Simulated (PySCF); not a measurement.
Gas-phase reaction: 2 HPO2 → 2 PO + H2O + O

Computed with PySCF (xtb for GFN2) and rigid-rotor harmonic-oscillator thermochemistry at 1 bar. † marks an energy on the PBE0/def2-TZVP geometry and frequencies; other levels use their own. CCSD(T) freezes the core. Open shells (unrestricted): PO (multiplicity 2), O (multiplicity 3); the rest are closed-shell singlets. GFN2 has no spin-polarisation term. Spin-orbit splitting is ignored; it lowers the true energy and changes the entropy of PO, O. B3LYP is the form with VWN-RPA correlation. HPO2: computed as isolated molecules; such fragments, hydroxides, amides, oligomers or adducts are transient or little studied in the gas. CCSD(T) isn't extrapolated to the basis-set limit.

CCSD(T)/def2-SVP† gives ΔH°(298 K) = 749 kJ.

### Question
What do B3LYP/def2-TZVP†, GFN2-xTB, ωB97X-V/def2-TZVP† give?

### Answer
B3LYP/def2-TZVP†: 845 kJ; GFN2-xTB: 1255 kJ; ωB97X-V/def2-TZVP†: 879 kJ. For scale, ΔH°(298 K) is 749 kJ at this level, 894 kJ at ωB97M-V/def2-TZVP†, and runs from 536 to 1255 kJ over the 20 levels computed.
